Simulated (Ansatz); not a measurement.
# What each rung costs, and what it gives

The pair of NH$_{3}$ (SMILES N, atoms 1–4) and CH$_{4}$ (SMILES C, atoms 5–9), both closed shells, in one local arrangement (a lower one may exist), relaxed at PBE0-D4/def2-TZVP:

| atom | x (Å) | y (Å) | z (Å) |
| --- | --- | --- | --- |
| N1 | -0.2538 | 0.0659 | -2.3674 |
| H2 | 0.5322 | 0.6225 | -2.0547 |
| H3 | -1.0776 | 0.4243 | -1.9001 |
| H4 | -0.1051 | -0.8767 | -2.0285 |
| C5 | 0.1808 | -0.0472 | 1.6699 |
| H6 | -0.7067 | 0.3632 | 2.1509 |
| H7 | 0.0565 | -0.0138 | 0.5874 |
| H8 | 0.3212 | -1.0799 | 1.9883 |
| H9 | 1.0525 | 0.5417 | 1.9543 |

Interaction energies are counterpoise-corrected; the time is that of the whole pair.

Computed with Ansatz 0.2.0 (basis: as named in each row); correlated methods freeze the cores. B3LYP uses VWN-RPA correlation. Extrapolation: Hartree–Fock as exp(−7.88 √X), correlation as X^−2.97.

Times are rough, for one single point on 2 threads of a shared host (Arm Neoverse V2).

The estimate by CCSD(T) at an estimated basis limit (MP2 extrapolated from triple and quadruple zeta, plus CCSD(T) − MP2 in triple zeta) is -0.012 eV.

```json
{"method": "revPBE-D4", "basis": "def2-TZVPPD", "time (s)": "1", "interaction energy (eV)": "-0.011", "method less estimate": "0.001"}
{"method": "BLYP-D4", "basis": "def2-TZVPPD", "time (s)": "1", "interaction energy (eV)": "-0.006", "method less estimate": "0.006"}
{"method": "PBE0-D4", "basis": "def2-TZVPPD", "time (s)": "1", "interaction energy (eV)": "-0.019", "method less estimate": "-0.007"}
{"method": "PBE-D4", "basis": "def2-TZVPPD", "time (s)": "2", "interaction energy (eV)": "-0.025", "method less estimate": "-0.013"}
{"method": "B3LYP-D4", "basis": "def2-TZVPPD", "time (s)": "2", "interaction energy (eV)": "-0.010", "method less estimate": "0.002"}
{"method": "r2SCAN-D4", "basis": "def2-TZVPPD", "time (s)": "2", "interaction energy (eV)": "-0.016", "method less estimate": "-0.003"}
{"method": "HSE06-D4", "basis": "def2-TZVPPD", "time (s)": "2", "interaction energy (eV)": "-0.020", "method less estimate": "-0.008"}
{"method": "B2PLYP", "basis": "def2-TZVPPD", "time (s)": "2", "interaction energy (eV)": "0.004", "method less estimate": "0.016"}
{"method": "wB97X-V", "basis": "def2-TZVPPD", "time (s)": "4", "interaction energy (eV)": "-0.013", "method less estimate": "-0.001"}
{"method": "B97M-V", "basis": "def2-TZVPPD", "time (s)": "5", "interaction energy (eV)": "-0.018", "method less estimate": "-0.006"}
{"method": "wB97M-V", "basis": "def2-TZVPPD", "time (s)": "5", "interaction energy (eV)": "-0.011", "method less estimate": "0.001"}
{"method": "MP2", "basis": "def2-QZVPPD", "time (s)": "9", "interaction energy (eV)": "-0.007", "method less estimate": "0.005"}
{"method": "CCSD(T)", "basis": "def2-TZVPPD", "time (s)": "27", "interaction energy (eV)": "-0.009", "method less estimate": "0.003"}
```

The T1 diagnostic stays at or below 0.009.
